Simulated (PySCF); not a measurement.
Species: C₄H (charge -1).
Structure used (PBE0-D3(BJ)/def2-SVP), in Å, numbered top down from 1:
```xyz
5
C4H angstrom
C      2.539    0.060   -0.438
C      1.309    0.026   -0.169
C     -0.026   -0.011    0.123
C     -1.228   -0.043    0.385
H     -2.274   -0.072    0.613
```

Level of theory: delta-SCF UKS SCAN, pcX-2 on the ionised atom, pcseg-1 elsewhere, spin-free X2C in PySCF 2.14.0. Every row has its own mixed basis.

```csv
ionised atom,basis functions,E(ground) (Eh),E(ionised) (Eh)
C2,92,-152.86443,-142.42436
C4,92,-152.86433,-142.39867
```

Problem. Turn these total energies into binding energies.

Solution. E(ionised) − E(ground), at 27.2114 eV a hartree:

| atom | environment | difference (Eh) | binding energy (eV) |
| --- | --- | --- | --- |
| C2 | carbon bonded to 2 C | 10.44007 | 284.09 |
| C4 | terminal alkyne carbon | 10.46566 | 284.79 |

Only 1s holes are shown. The unrestricted hole states depart most from a pure doublet (⟨S²⟩ = 0.75; over 0.85 named) for C 1s of C2 (0.85), which makes this value less certain. The species carries charge -1, so core ionisation leaves a neutral species. The basis sets have no added diffuse functions. Geometry: PBE0-D3(BJ)/def2-SVP; no solvent, vibrations or thermal averaging. The geometry's basis has no diffuse functions, a weakness for an anion.

Time: 10 s. Hardware: an Arm Neoverse V1 with one thread, no GPU (shared host).
